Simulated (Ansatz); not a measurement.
# C₂H₂OS: one structure at several levels

The task here is to estimate one member of a computed series from the others.

Computed with Ansatz 0.2.0, Gaussian basis. Level: single points in def2-TZVPP.

Correlated methods freeze the cores. B3LYP uses VWN-RPA correlation.

## Where the work starts

SMILES `O=C=CS`, 6 atoms, charge 0, spin multiplicity 1.

Atoms are counted from 1 here; the program's logs count them from 0.

Bond lengths: O1–C2 1.034 Å, C2–C3 1.359 Å, C3–S4 1.818 Å, C3–H5 1.002 Å, S4–H6 1.448 Å. Angles: O1–C2–C3 168.2°, C2–C3–S4 118.9°, C2–C3–H5 125.4°, S4–C3–H5 113.1°, C3–S4–H6 102.8°.

As a file:

```
atom    x (Å)    y (Å)    z (Å)
  O1  -0.5438  -2.1437   0.1025
  C2  -0.0692  -1.2267   0.1652
  C3   0.5738  -0.0453  -0.0298
  S4  -0.2911   1.2908  -0.9083
  H5   1.3687   0.2763   0.4895
  H6  -0.9572   2.0019   0.1627
```

The first run:

run/in.yaml

```yaml
crystal:
  periodic: [false, false, false]
  atoms:
    - {symbol: O, position_ang: [-0.543800, -2.143700, 0.102500]}
    - {symbol: C, position_ang: [-0.069200, -1.226700, 0.165200]}
    - {symbol: C, position_ang: [0.573800, -0.045300, -0.029800]}
    - {symbol: S, position_ang: [-0.291100, 1.290800, -0.908300]}
    - {symbol: H, position_ang: [1.368700, 0.276300, 0.489500]}
    - {symbol: H, position_ang: [-0.957200, 2.001900, 0.162700]}
basis:
  gaussian: {orbitals: def2-TZVPP}
correlation: {method: ccsd_t}
output: {forces: true}
```

The command line of these runs was not kept.

Steps of the session up to this table: CCSD(T)/def2-TZVPP; PBE0-D4/def2-TZVPP; wB97M-V/def2-TZVPP; r2SCAN-D4/def2-TZVPP; PBE-D4/def2-TZVPP; wB97X-V/def2-TZVPP; B3LYP-D4/def2-TZVPP.

One of the session's tables, all rows but one given; the rest of the session is left out.

| method | RMS force component (eV/Å) | angle to CCSD(T) forces (°) | dipole (D) |
| --- | --- | --- | --- |
| CCSD(T) | 6.955 | reference | 1.65 |
| PBE0-D4 | 6.720 | 1.8 | 1.67 |
| wB97M-V | 6.665 | 1.2 | 1.67 |
| r2SCAN-D4 | 6.864 | 1.3 | 1.66 |
| PBE-D4 | ? | ? | ? |
| wB97X-V | 6.770 | 1.4 | 1.75 |
| B3LYP-D4 | 6.733 | 1.3 | 1.61 |

Estimate the missing values for PBE-D4.

**Answer.** RMS force component (eV/Å): 7.169; angle to CCSD(T) forces (°): 1.5; dipole (D): 1.58. In the column «RMS force component (eV/Å)» it is the highest.
